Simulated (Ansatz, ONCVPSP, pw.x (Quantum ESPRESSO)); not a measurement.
**Si: does the ONCV potential hold in the solid?**

silicon, optimised norm-conserving Vanderbilt (ONCV), made with ONCVPSP 4.0.1.1 (patched build) (PBE, scalar-relativistic). Core [Ne], reference 3s2 3p2. Waves: 3s: rc 1.90 bohr, ncon 3, nbas 6, qcut 4.2 1/bohr, 2 projectors, debl 1.9 Ha; 3p: rc 2.35 bohr, ncon 4, nbas 8, qcut 3.5 1/bohr, 2 projectors, debl 1.6 Ha; d scattering state at 0.33 Ha: rc 1.80 bohr, ncon 4, nbas 8, qcut 4.8 1/bohr, 2 projectors, debl 2.4 Ha. Local part: polynomial inside 1.55 bohr (lpopt 4, dvloc0 6 Ha). Core correction: Teter function, fcfact 2.5, rcfact 1.05.

Crystal test: diamond Si in pw.x 7.5, no spin, 8³ k-points, Fermi–Dirac smearing 0.01 Ry, cutoffs 50/200 Ry. The reference is all-electron LAPW (Ansatz 0.2.0) with the same functional, mesh and smearing; V0 and B0 come from Birch–Murnaghan fits to the pressures at five volumes. Errors are pseudo minus all-electron; Δ is the rms difference of the E(V) curves that follow from these fits, minima aligned, over ±6 % about the mean V0. Mesh and smearing are coarse, so the numbers serve the comparison and aren't converged zero-temperature values; the lattice is a test structure that the element need not adopt.

All-electron: a0 = 5.469 Å (V0 = 20.45 Å³/atom), B0 = 88.5 GPa.

**Question.** How far does the potential miss the all-electron equation of state?

**Answer.** mean pressure error (GPa): +0.46; a0 (Å): 5.479; a0 error (%): +0.17; B0 error (%): -1.6; Δ (meV/atom): 2.0. The largest radius (2.35 bohr) exceeds half the bond length (2.24 bohr), so the spheres overlap, which is one possible source of error among others.

```tsv
V (Å³/atom)	P all-electron (GPa)	P pseudo (GPa)
19.440	5.01	5.49
19.951	2.31	2.78
20.463	-0.05	0.41
20.975	-2.12	-1.68
21.486	-3.93	-3.50
```

**Question.** At the middle volume, how do free energy and pressure move when the wave cutoff is lowered (ecutrho kept at four times it)?

**Answer.**

```
cutoff (Ry)  shift of F (meV/atom)  shift of P (GPa)
         22                   +5.6             -0.02
         30                   +3.0             +0.03
         40                   +1.7             -0.02
```

The run at the middle volume (29 k-points, 6 iterations) took about 8.5 s on one core of a shared host (Intel(R) Xeon(R) Platinum 8259CL CPU @ 2.50GHz, 96 threads, 755 GiB, load 33).
